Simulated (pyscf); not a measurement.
Single points on ωB97X-D3(BJ)/def2-SVP structures (PySCF, gas phase).

SMILES: [F][ReH2]([F])([F])([F])[F]
```xyz
8

F      1.4614    -0.6451    -0.5996
Re     0.2619     0.6047     0.0453
F     -0.9705     1.9975    -0.1961
F     -0.8484    -0.5117    -0.9714
F      1.0899     0.1585     1.6550
F      1.3314     2.1002     0.2388
H     -1.0911     0.2839     0.8823
H      0.4615     1.0945    -1.5086
```
Charge 0, spin multiplicity 1.

Question: How much does it cost (ΔH, 298 K, ωB97M-D3(BJ)/def2-TZVP) to split F–ReH₂(F)(F)(F)–F (SMILES [F][ReH2]([F])([F])([F])[F]) at its H–Re bond into [F–ReH(F)(F)(F)–F]• + H•?

Answer: H–Re to [F–ReH(F)(F)(F)–F]• + H•: 85.4 kJ/mol. The 7 functionals that were run give +72.1 (M06-2X) to +116.8 kJ/mol (PBE). The radicals are drawn with the spin at the cut bond; how far it spreads was not checked. Open-shell species with a d-block atom are single-reference here; other states, and whether the spin sits on metal or ligand, were not checked. Elements past Kr carry the def2 core potentials, without spin-orbit coupling.
